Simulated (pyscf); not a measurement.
Four-centre exchange: Cl–Ge•(Cl)–Cl + H₂O -> HCl + HO–Ge•(Cl)–Cl

Gas phase, doublet surface, charge 0. Bonds broken: Cl1–Ge2, O5–H6. Bonds formed: Cl1–H6, Ge2–O5. Optimised with ωB97X-D3(BJ)/def2-SVP in PySCF.

Transition state (Å):

```xyz
7

Cl     0.3248     1.3712     1.4831
Ge    -1.4063    -0.2865     0.0896
Cl    -1.3506    -2.3440    -0.6367
Cl    -3.1127     0.7348    -0.7412
O      0.0005     0.3953    -0.9695
H      0.4926     0.9939     0.0460
H      0.5227    -0.2799    -1.4298
```

One imaginary mode, 848i cm⁻¹; descent along it reached the two sides named, in the forms told below.

```json
[
 {"bond": "Cl1–Ge2", "change": "breaks", "reactant side (Å)": "2.256", "saddle": "2.8", "product side": "3.2"},
 {"bond": "O5–H6", "change": "breaks", "reactant side (Å)": "0.972", "saddle": "1.277", "product side": "1.932"},
 {"bond": "Cl1–H6", "change": "forms", "reactant side (Å)": "2.483", "saddle": "1.495", "product side": "1.298"},
 {"bond": "Ge2–O5", "change": "forms", "reactant side (Å)": "2.196", "saddle": "1.888", "product side": "1.792"}
]
```

Electronic energies relative to the separated reactants (kJ/mol):

| level | barrier | reaction energy | reverse barrier |
|---|---|---|---|
| ωB97X-D3(BJ)/def2-TZVP | 54.5 | +42.1 | 12.4 |
| PBE/def2-TZVP | 28.5 | +36.1 | -7.5 |
| r²SCAN/def2-TZVP | 32.6 | +33.5 | -1.0 |
| B3LYP-D3(BJ)/def2-TZVP | 41.8 | +37.8 | 4.0 |
| PBE0-D3(BJ)/def2-TZVP | 40.7 | +40.3 | 0.4 |
| M06-2X/def2-TZVP | 44.0 | +33.1 | 10.9 |
| ωB97M-D3(BJ)/def2-TZVP | 50.0 | +34.5 | 15.6 |
| HF/def2-TZVP | 116.4 | +33.4 | 83.0 |

With ωB97M-D3(BJ)/def2-TZVP energies and thermal terms (ideal gas, 1 atm, RRHO with modes under 100 cm⁻¹ raised to 100, one conformer, R ln 2 for chiral ones without a mode under 150 cm⁻¹), in kJ/mol:

| T (K) | ΔH‡ | ΔG‡ | ΔH | ΔG |
|---|---|---|---|---|
| 298 | 40.1 | 83.3 | +27.5 | +25.8 |
| 600 | 41.2 | 126.8 | +29.0 | +23.5 |
| 900 | 44.5 | 169.0 | +31.0 | +20.3 |
| 1200 | 48.3 | 209.9 | +33.0 | +16.5 |

On the reactant side the descent ends in an adduct with a Ge–O contact, 7.1 kJ/mol under the separated species and 61.6 kJ/mol under the saddle at ωB97X-D3(BJ)/def2-TZVP. On the product side the descent ends in a complex, 19.5 kJ/mol under the separated species and 31.9 kJ/mol under the saddle at ωB97X-D3(BJ)/def2-TZVP. At PBE, r²SCAN the saddle lies under the separated products, which points to a path from their complex (located at ωB97X-D3(BJ) alone), and parting the products costs more than the saddle. What is counted as formed (Ge–O) is already present as a longer contact in the reactant adduct; forming that adduct is a step of its own. This is the saddle that the search found; another between the same sides may lie lower. Elements up to Kr have no core potential and no relativistic terms here.
